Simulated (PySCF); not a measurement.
ethylidenecyclopropane, C₅H₈, SMILES CC=C1CC1, point group Cs.

Force field and properties: PBE0/pcSseg-1 (PySCF, grid level 2). Vibrational terms come from second-order perturbation theory with semi-diagonal cubic constants, by steps of ±0.6 along the normal coordinates of each isotopologue. The parent has the commonest isotopes.

Equilibrium geometry (Å):

```json
{"atom": "C1", "x": "1.9613", "y": "-0.6159", "z": "0.0233"}
{"atom": "C2", "x": "0.9681", "y": "0.4986", "z": "0.0733"}
{"atom": "C3", "x": "-0.3408", "y": "0.3431", "z": "0.0089"}
{"atom": "C4", "x": "-1.4778", "y": "-0.5679", "z": "-0.1098"}
{"atom": "C5", "x": "-1.6696", "y": "0.9456", "z": "0.0039"}
{"atom": "H6", "x": "2.6497", "y": "-0.4954", "z": "-0.8236"}
{"atom": "H7", "x": "2.5797", "y": "-0.6366", "z": "0.9304"}
{"atom": "H8", "x": "1.4658", "y": "-1.5870", "z": "-0.0746"}
{"atom": "H9", "x": "1.3606", "y": "1.5131", "z": "0.1702"}
{"atom": "H10", "x": "-1.7556", "y": "-1.1810", "z": "0.7480"}
{"atom": "H11", "x": "-1.6823", "y": "-1.0350", "z": "-1.0737"}
{"atom": "H12", "x": "-2.0749", "y": "1.3370", "z": "0.9373"}
{"atom": "H13", "x": "-2.0017", "y": "1.4833", "z": "-0.8846"}
```

(1) Give the equilibrium and ground-state rotational constants (MHz) of parent; ¹³C at 5.

(2) How is the parent's vibrational correction B0 − Be made up?

(3) And its quartic centrifugal distortion constants from the harmonic force field?

A mode lies under 250 cm⁻¹, where this perturbation treatment is rough. Internal rotors are held in one well.

Answers

(1) 
```tsv
species	Ae	Be	Ce	A0	B0	C0	Δ0 (u Å²)	harmonic ZPE (cm⁻¹)
parent	14280	3164.4	2728.4	14139	3152.8	2715	-9.892	24931
¹³C at 5	14171	3107.9	2682.4	14032	3096.5	2669.2	-9.891	24889
```

Δ0 = Ic − Ia − Ib from the ground-state constants.

(2) 
```tsv
axis	harmonic	Coriolis	cubic	total (MHz)
a	25.1	-52.9	-113	-141
b	3.25	-2.88	-12	-11.6
c	1.44	-1.6	-13.3	-13.5
```

(3) Asymmetric top, A reduction, Ir representation: ΔJ = 0.627 kHz, ΔJK = -0.969 kHz, ΔK = 17.4 kHz, δJ = 0.123 kHz, δK = 1.78 kHz.
